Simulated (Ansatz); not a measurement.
# AlH6OP: the cost of one run

All numbers below are computed with Ansatz 0.2.0 (UKS r2SCANh-D4/STO-3G).

### Step 1. The structure to begin with

Bond lengths: Al1–O2 2.177 Å, Al1–H3 1.536 Å, Al1–H4 1.540 Å, Al1–P6 2.665 Å, O2–H7 0.955 Å, P6–H8 1.385 Å, P6–H9 1.381 Å. Angles: Al1–O2–H7 170.8°, O2–Al1–H3 112.9°, O2–Al1–H4 112.3°, O2–Al1–P6 78.3°, H3–Al1–H4 121.1°, H3–Al1–P6 114.3°, H4–Al1–P6 110.1°, Al1–P6–H8 106.1°, Al1–P6–H9 118.0°, H8–P6–H9 94.3°.

As a file:

```xyz
9

Al   -0.0635    1.3199   -0.4423
O     0.7758   -0.5499   -1.1757
H    -1.2102    1.8445   -1.3195
H     1.0160    2.2709    0.1062
H     0.1357   -0.6568   -0.0719
P    -0.8253   -0.3933    1.4519
H     1.0980   -1.3226   -1.6356
H     0.3397   -0.8713    2.0297
H    -1.2661   -1.6413    1.0571
```

### Step 2. Run 1

150 steps of 0.5 fs at constant energy, with velocities drawn for 600 K.

File input.yaml:

```yaml
crystal:
  periodic: [false, false, false]
  atoms:
    - { symbol: Al, position_ang: [-0.0635, 1.3199, -0.4423] }
    - { symbol: O, position_ang: [0.7758, -0.5499, -1.1757] }
    - { symbol: H, position_ang: [-1.2102, 1.8445, -1.3195] }
    - { symbol: H, position_ang: [1.016, 2.2709, 0.1062] }
    - { symbol: H, position_ang: [0.1357, -0.6568, -0.0719] }
    - { symbol: P, position_ang: [-0.8253, -0.3933, 1.4519] }
    - { symbol: H, position_ang: [1.098, -1.3226, -1.6356] }
    - { symbol: H, position_ang: [0.3397, -0.8713, 2.0297] }
    - { symbol: H, position_ang: [-1.2661, -1.6413, 1.0571] }
magnetization:
  spin_polarized: true
basis:
  gaussian: { orbitals: STO-3G }
hamiltonian:
  xc: r2scanh
  dispersion: d4
md:
  timestep: 0.5
  n_steps: 150
  ensemble: nve
  temperature: 600.0
  initial_velocities: maxwell_boltzmann
  seed: 386028
```

Launch:

```
> ansatz run input.yaml --threads 1 --pin off --max-ram 2048MiB --backend cpu --events-out ev --progress --plain --runs-dir out
```

What time and memory should one allow on 1 thread of Arm Neoverse V1, shared host?

About 10 min, with a peak of 0.15 GiB.
